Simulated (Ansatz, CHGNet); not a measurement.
Elastic constant C66 (GPa) of solids drawn from the class of oxides, at two levels: the machine-learned potential CHGNet 0.3.0 (trained on PBE and PBE+U data), and PBE (plane waves, PAW; Ansatz, a program for electronic structure).

```tsv
solid	CHGNet 0.3.0	PBE	shift (%)
stishovite (SiO2)	182	285	+57
A-type hexagonal La2O3	19.9	39.3	+97
anatase TiO2 (metastable phase)	36.8	59.5	+62
corundum (α-Al2O3)	119	150	+26
rutile SnO2	125	177	+42
rutile TiO2	176	211	+19.9
```

The shifts run from +19.9 % to +97 %, with a median of +49 %.

Over all 6 rows PBE is the larger in 6.

Ansatz's runs of these crystals have no spin polarisation.

Spin–orbit coupling is left out, also for the solids with elements from indium on (A-type hexagonal La2O3, rutile SnO2); its size isn't shown.

Each level is taken at its own relaxed cell. Ansatz's density-functional and Hartree–Fock values are scalar-relativistic unless marked +SOC, with PAW data made under PBE.
